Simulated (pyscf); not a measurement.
Structures and frequencies: ωB97X-D3(BJ)/def2-SVP in PySCF. MP2 and CC: frozen core, UHF for open shells. ΔMP2 is the change of the MP2 total energy from the triple- to the quadruple-zeta basis.

H₂Ga–SeH + HCl → H₂Se + Cl–GaH₂
Surface: singlet. Broken: Ga–Se, Cl–H. Formed: H–Se, Cl–Ga. Give ΔE‡ and ΔE from CCSD(T)/def2-TZVPP + ΔMP2(QZVPP), relative to the separated reactants.

ΔE‡ = -0.3 kcal/mol, ΔE = -2.5 kcal/mol. Zero-point energy shifts the barrier by -0.1 kcal/mol. It is a four-centre exchange, with an imaginary mode of 700i cm⁻¹. On the reactant side the descent ends in a complex, 7.5 kcal/mol under the separated species and 4.0 kcal/mol under the saddle at ωB97X-D3(BJ)/def2-TZVP. On the product side the descent ends in an adduct with a Ga–Se contact, 16.0 kcal/mol under the separated species and 14.7 kcal/mol under the saddle at ωB97X-D3(BJ)/def2-TZVP. At CCSD(T) the saddle lies under the separated reactants, which points to a path from their complex (located at ωB97X-D3(BJ) alone). What is counted as broken (Ga–Se) persists as a longer contact in the product adduct; parting that adduct is a step of its own. At ωB97X-D3(BJ)/def2-TZVP the barrier from the zero used here is -3.5 kcal/mol. This is the saddle that the search found; another between the same sides may lie lower. The CCSD(T) − MP2 part came from Ansatz, without density fitting, on the same reference. The frozen core leaves the outer d or s,p core shells of the metals and heavy elements correlated in the MP2 and CC values, and def2-TZVPP describes them poorly, which can shift differences by a few kcal/mol. Elements up to Kr have no core potential and no relativistic terms here.
